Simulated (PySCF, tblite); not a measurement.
# phosphonium (PH₄+): isotopologues and vibrational averages

Aim: rotational constants, zero-point energies and shieldings of isotopologues of phosphonium (PH₄+) (`[PH4+]`).

Programs: PySCF 2.14.0 with density-fitted response routines of our own, and tblite 0.8.0. All values are computed, except where a source is named. Atoms count from 0 throughout.

### Step 1. The molecule as given

5 atoms, charge 1, multiplicity 1; geometry from: force field or distance geometry start.

Bonds of the start (Å): P0–H1 1.39, P0–H2 1.40, P0–H3 1.41, P0–H4 1.42.

### Step 2. GFN2-xTB relaxation, lowest of a short conformer search

Job settings and geometry (Å):

```
{"job": {"xc": "GFN2-xTB", "basis": "xTB", "kind": "relax"}, "charge": 1, "multiplicity": 1}
P      0.036700    -0.008600    -0.026000
H      1.103000     0.248100    -0.877800
H     -0.655000     1.182300     0.219000
H     -0.908700    -0.885400    -0.606100
H      0.458500    -0.524900     1.222200
```

The run is started by

```console
$ OMP_NUM_THREADS=1 python ens_run.py task.json out
```

The driver reads the study from task.json and runs its stages one after another.

Output:

```text
step      E/eV     max force
  0    -110.92475    0.733
  1    -110.94608    0.517
  2    -110.96565    0.376
  3    -110.96860    0.216
  4    -110.97075    0.125
  5    -110.97144    0.132
  6    -110.97360    0.066
  7    -110.97369    0.016
  8    -110.97370    0.004
  9    -110.97370    0.004
```

Run time: 0.04 s. Hardware: 1 thread of Arm Neoverse V2, shared host.

Gain 0.049 eV; displacement 0.04 Å root mean square.

### Step 3. Tight optimisation and Hessian

Job settings and geometry (Å):

```
{"job": {"xc": "B3LYP", "basis": "pcSseg-2", "grid": 2, "temperatures": [100, 300], "kind": "geom"}, "charge": 1, "multiplicity": 1}
P      0.006760     0.002281    -0.013733
H      1.074680     0.222128    -0.851363
H     -0.642398     1.191016     0.222655
H     -0.863610    -0.884939    -0.601633
H      0.459055    -0.519076     1.175333
```

Output:

```text
step   0  E = -9346.9142175 eV  max force = 0.48325
step   1  E = -9346.9381221 eV  max force = 0.08813
step   2  E = -9346.9390202 eV  max force = 0.00481
step   3  E = -9346.9390229 eV  max force = 0.00020
step   4  E = -9346.9390229 eV  max force = 0.00020
harmonic wavenumbers (cm-1): 992.4 992.8 992.9 1134.7 1135.1 2495.6 2547.4 2547.5 2547.5
```

It took 47 s on 1 thread of Arm Neoverse V2, shared host; peak memory 0.38 GiB.

### Step 4. Displacements along the modes, parent

Job settings and geometry (Å):

```
{"job": {"xc": "B3LYP", "basis": "pcSseg-2", "grid": 2, "temperatures": [100, 300], "kind": "vib", "mass_numbers": [31, 1, 1, 1, 1]}, "charge": 1, "multiplicity": 1}
P      0.006899     0.002297    -0.013735
H      1.091819     0.225597    -0.866083
H     -0.652681     1.210713     0.227304
H     -0.877308    -0.899887    -0.611778
H      0.465758    -0.527310     1.195552
```

Output:

```text
mode    cm-1    km/mol   phi_rrr   E(+)/cm-1  E(-)/cm-1
  1    992.39     7.88      -6.3     178.53     178.95
  2    992.76     7.81      44.0     180.39     177.24
  3    992.86     7.81      21.3     179.60     178.05
  4   1134.66     0.00      67.6     206.70     201.94
  5   1135.07     0.00     -12.7     203.87     204.87
  6   2495.60     0.00     705.9     475.57     424.64
  7   2547.45    32.75    -326.3     448.94     472.36
  8   2547.46    32.72      96.7     463.49     456.54
  9   2547.50    32.75     553.9     480.64     440.87
```

Wall time 37 s (1 thread of Arm Neoverse V2, shared host); peak memory 0.38 GiB.

### Step 5. Displacements along the modes, 2H at atom 1

Job settings and geometry (Å):

```
{"job": {"xc": "B3LYP", "basis": "pcSseg-2", "grid": 2, "temperatures": [100, 300], "kind": "vib", "mass_numbers": [31, 2, 1, 1, 1]}, "charge": 1, "multiplicity": 1}
P      0.006899     0.002297    -0.013735
H      1.091819     0.225597    -0.866083
H     -0.652681     1.210713     0.227304
H     -0.877308    -0.899887    -0.611778
H      0.465758    -0.527310     1.195552
```

Output:

```text
mode    cm-1    km/mol   phi_rrr   E(+)/cm-1  E(-)/cm-1
  1    862.15     6.95      17.0     155.86     154.69
  2    862.39     6.95       1.7     155.39     155.22
  3    991.46     7.76     -96.2     175.11     182.08
  4   1094.44     1.21     -61.6     194.95     199.33
  5   1094.74     1.20     -29.2     196.14     198.21
  6   1819.97     7.37    -859.3     298.72     360.51
  7   2509.52     8.88     810.3     482.18     423.78
  8   2547.45    32.74     243.5     469.36     451.88
  9   2547.47    32.74     530.3     479.65     441.57
```

Run time: 42 s. Hardware: 1 thread of Arm Neoverse V2, shared host; peak memory 0.38 GiB.

### Step 6. Displacements along the modes, 2H at atom 1, 2H at atom 2, 2H at atom 3, 2H at atom 4

Job settings and geometry (Å):

```
{"job": {"xc": "B3LYP", "basis": "pcSseg-2", "grid": 2, "temperatures": [100, 300], "kind": "vib", "mass_numbers": [31, 2, 2, 2, 2]}, "charge": 1, "multiplicity": 1}
P      0.006899     0.002297    -0.013735
H      1.091819     0.225597    -0.866083
H     -0.652681     1.210713     0.227304
H     -0.877308    -0.899887    -0.611778
H      0.465758    -0.527310     1.195552
```

Output:

```text
mode    cm-1    km/mol   phi_rrr   E(+)/cm-1  E(-)/cm-1
  1    726.24     8.87      -3.8     130.67     130.91
  2    726.51     8.83     -26.0     129.91     131.76
  3    726.58     8.83     -12.5     130.39     131.31
  4    802.63     0.00      40.2     145.92     143.11
  5    802.93     0.00      -7.6     144.25     144.87
  6   1765.33     0.00     419.8     333.37     303.05
  7   1839.29    10.84    -184.6     325.57     338.83
  8   1839.30    10.83      67.2     334.29     329.45
  9   1839.33    10.84     345.5     344.67     319.85
```

Wall time 44 s (1 thread of Arm Neoverse V2, shared host); peak memory 0.38 GiB.

### Step 7. Displacements along the modes, 2H at atom 1, 2H at atom 2, 2H at atom 3

Job settings and geometry (Å):

```
{"job": {"xc": "B3LYP", "basis": "pcSseg-2", "grid": 2, "temperatures": [100, 300], "kind": "vib", "mass_numbers": [31, 2, 2, 2, 1]}, "charge": 1, "multiplicity": 1}
P      0.006899     0.002297    -0.013735
H      1.091819     0.225597    -0.866083
H     -0.652681     1.210713     0.227304
H     -0.877308    -0.899887    -0.611778
H      0.465758    -0.527310     1.195552
```

Output:

```text
mode    cm-1    km/mol   phi_rrr   E(+)/cm-1  E(-)/cm-1
  1    728.05     9.02      58.8     133.26     129.01
  2    759.98     5.61     -48.4     135.18     138.62
  3    760.36     5.61      -7.7     136.67     137.21
  4    961.85     2.65      13.8     174.11     173.06
  5    961.98     2.65      29.4     174.73     172.46
  6   1783.00     2.09    -485.2     304.07     339.08
  7   1839.31    10.81     -25.5     331.28     333.10
  8   1839.34    10.81     357.4     345.03     319.35
  9   2535.40    25.20    1416.8     511.13     409.37
```

It took 43 s on 1 thread of Arm Neoverse V2, shared host; peak memory 0.38 GiB.

### Step 8. Displacements along the modes, 2H at atom 1, 2H at atom 2

Job settings and geometry (Å):

```
{"job": {"xc": "B3LYP", "basis": "pcSseg-2", "grid": 2, "temperatures": [100, 300], "kind": "vib", "mass_numbers": [31, 2, 2, 1, 1]}, "charge": 1, "multiplicity": 1}
P      0.006899     0.002297    -0.013735
H      1.091819     0.225597    -0.866083
H     -0.652681     1.210713     0.227304
H     -0.877308    -0.899887    -0.611778
H      0.465758    -0.527310     1.195552
```

Output:

```text
mode    cm-1    km/mol   phi_rrr   E(+)/cm-1  E(-)/cm-1
  1    756.10     5.95      43.7     137.76     134.62
  2    802.72     8.54      -1.0     144.58     144.52
  3    931.76     7.83      -1.0     168.06     168.09
  4    982.82     0.00      -0.4     177.04     177.13
  5   1072.87     2.45     -82.8     190.33     196.31
  6   1801.19     4.51     598.3     346.77     303.65
  7   1839.35    10.79       0.9     332.23     332.16
  8   2522.77    17.23     993.3     491.79     420.29
  9   2547.46    32.73       2.0     460.69     460.54
```

It took 43 s on 1 thread of Arm Neoverse V2, shared host; peak memory 0.38 GiB.

### Step 9. Vibrational averages by isotopologue

Job settings and geometry (Å):

```
{"job": {"xc": "B3LYP", "basis": "pcSseg-2", "grid": 2, "temperatures": [100, 300], "kind": "iso"}, "charge": 1, "multiplicity": 1}
P      0.006899     0.002297    -0.013735
H      1.091819     0.225597    -0.866083
H     -0.652681     1.210713     0.227304
H     -0.877308    -0.899887    -0.611778
H      0.465758    -0.527310     1.195552
```

Output:

```text
parent
  Be/MHz 96267.447 96265.436 96262.823
  B0/MHz 95192.338 95192.412 95196.75
  ZPE/cm-1 7692.9
  <sigma>(0 K)/ppm 416.947 25.158 25.158 25.158 25.158
2H at atom 1
  Be/MHz 96264.842 70578.018 70577.612
  B0/MHz 95325.54 69860.206 69860.967
  ZPE/cm-1 7164.8
  <sigma>(0 K)/ppm 417.191 25.263 25.161 25.161 25.161
2H at atom 1, 2H at atom 2, 2H at atom 3, 2H at atom 4
  Be/MHz 48170.725 48169.719 48168.411
  B0/MHz 47785.776 47785.621 47786.776
  ZPE/cm-1 5534.1
  <sigma>(0 K)/ppm 417.809 25.276 25.277 25.276 25.277
2H at atom 1, 2H at atom 2, 2H at atom 3
  Be/MHz 59640.534 59637.218 48169.85
  B0/MHz 59144.695 59146.563 47741.682
  ZPE/cm-1 6084.6
  <sigma>(0 K)/ppm 417.610 25.273 25.273 25.273 25.165
2H at atom 1, 2H at atom 2
  Be/MHz 77883.112 64208.716 55475.319
  B0/MHz 77183.916 63657.639 54931.339
  ZPE/cm-1 6628.5
  <sigma>(0 K)/ppm 417.411 25.268 25.268 25.164 25.164
```

Run time: 4.3 min. Hardware: 1 thread of Arm Neoverse V2, shared host; peak memory 0.38 GiB. This counts the whole study up to here.

Rotational constants (MHz) at equilibrium and in the ground state:

```
                                          isotopologue                         Be                         B0  zero-point change (cm⁻¹)
                                                parent  96267.4, 96265.4, 96262.8  95192.3, 95192.4, 95196.8                       0.0
                                          2H at atom 1  96264.8, 70578.0, 70577.6  95325.5, 69860.2, 69861.0                    -528.1
2H at atom 1, 2H at atom 2, 2H at atom 3, 2H at atom 4  48170.7, 48169.7, 48168.4  47785.8, 47785.6, 47786.8                   -2158.8
              2H at atom 1, 2H at atom 2, 2H at atom 3  59640.5, 59637.2, 48169.8  59144.7, 59146.6, 47741.7                   -1608.2
                            2H at atom 1, 2H at atom 2  77883.1, 64208.7, 55475.3  77183.9, 63657.6, 54931.3                   -1064.4
```

Shieldings of the first species (ppm): at equilibrium, the vibrational parts at 0 K, and the averages:

```
atom  equilibrium  anharmonic  harmonic     0 K   100 K   300 K
  P0       419.59       -4.57      1.93  416.95  416.88  416.84
  H1        25.58       -0.29     -0.13   25.16   25.15   25.14
  H2        25.58       -0.29     -0.13   25.16   25.15   25.14
  H3        25.58       -0.29     -0.13   25.16   25.15   25.14
  H4        25.58       -0.29     -0.13   25.16   25.15   25.14
```

Isotope effects on the shieldings at 0 K (ppb; positive means more shielded):

```
atom  2H at atom 1  2H at atom 1, 2H at atom 2, 2H at atom 3, 2H at atom 4  2H at atom 1, 2H at atom 2, 2H at atom 3  2H at atom 1, 2H at atom 2
  P0           244                                                     862                                       662                         464
  H1           106                                                     119                                       115                         111
  H2             3                                                     119                                       115                         110
  H3             3                                                     119                                       115                           6
  H4             3                                                     119                                         7                           6
```

### Step 10. Summary of results

```
                  quantity                          value
               point group                             Td
   B0 of the first species  95192.3, 95192.4, 95196.8 MHz
         zero-point energy                      7693 cm⁻¹
zero-point change of σ(P0)                      -2.65 ppm
```

Zero-point motion changes the shielding of P0 most, by -2.65 ppm. The largest secondary isotope effect is 862 ppb on P0, 1 bond from the change (2H at atom 1, 2H at atom 2, 2H at atom 3, 2H at atom 4).
